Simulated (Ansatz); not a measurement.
Reaction (hydrogenolysis of a C–C bond): `CC(=O)C(C)C` + H₂ → `CCC(C)=O` + CH₄

Computed with Ansatz on PBE0-D4/def2-TZVP structures; ΔE is electronic, products minus reactants. CBS: MP2 limit from def2 TZ/QZ plus the TZ coupled-cluster correction, frozen cores. This one scheme is used for every species. Functionals use def2-TZVPP. B3LYP here is the variant with VWN-RPA as its local correlation; programs differ in this. Each species was taken in one conformer, which may not be the lowest.

| species | B3LYP energy (Eh) |
| --- | --- |
| `CC(=O)C(C)C` | -271.89564 |
| H₂ | -1.18000 |
| `CCC(C)=O` | -232.56982 |
| CH₄ | -40.53912 |

(1) Work out ΔE.

Largest T1 diagnostic among the species: 0.013.

Answers

(1) ΔE = (-232.56982) + (-40.53912) − (-271.89564) − (-1.18000) = -0.03330 Eh = -20.9 kcal/mol. CCSD(T)/CBS gives -16.3 kcal/mol.

The D4 term adds +3.0 kcal/mol with B3LYP and +1.7 kcal/mol with PBE0; it sums over pairs of atoms, weighted by their polarisabilities, and B3LYP, whose exchange is more repulsive, gets the larger term. In def2-TZVPP, CCSD(T) changes the Hartree–Fock value by +6.3 kcal/mol (the triples alone add +1.2 kcal/mol) and MP2 by +7.4 kcal/mol.
